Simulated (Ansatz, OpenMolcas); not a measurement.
## A correction line for SVWN5/cc-pVTZ: atomisation enthalpy at 298 K

The atomisation enthalpy at 298 K in kJ/mol of 8 N-containing molecules: x at SVWN5/cc-pVTZ, y from tabulated heats of molecules and atoms (Active Thermochemical Tables, NIST-JANAF tables). Shapes, held fixed at every level: PBE0-D4/def2-TZVP. Flexible molecules stand in one conformer, not always the lowest. Computed values hold a harmonic thermal term (PBE0-D4/def2-TZVP) and the atoms' spin-orbit lowering. Programs: OpenMolcas 26.06.

```
                  molecule  x (kJ/mol)  y (kJ/mol)
  NClO (nitrosyl chloride)        1099         790
NF3 (nitrogen trifluoride)        1291         843
    HCN (hydrogen cyanide)        1474        1278
       N2O (nitrous oxide)        1492        1112
    NO2F (nitryl fluoride)        1713        1159
        HOCN (cyanic acid)        2024           ?
          N2H4 (hydrazine)        2032        1721
      C2N2 (bisisocyanide)        2196        1766
```

Problem. Fit y = c + s·x to the known rows and predict y for HOCN.

Solution. 
1. Means of the 7 rows: x = 1613.86, y = 1238.4.
2. Σ(Δx)² = 927287, Σ(Δx·Δy) = 869446, so the slope is 869446/927287 = 0.93762.
3. Intercept: 1238.4 − (0.93762) × 1613.86 = -274.8. The largest residual of the fit is 172.
4. HOCN: -274.8 + 0.93762 × 2024 = 1623 kJ/mol.

The tabulated heats give 1671 kJ/mol, so the prediction is off by -48 kJ/mol, within the largest residual. Uncorrected, SVWN5/cc-pVTZ misses it by +353 kJ/mol, and the other rows by 375 on average. The line removes about 90 % of this miss. Left out in turn, the other rows are missed by 111 kJ/mol on average. The heats of NO2F come from older tables and can be uncertain by 10 kJ/mol or more.
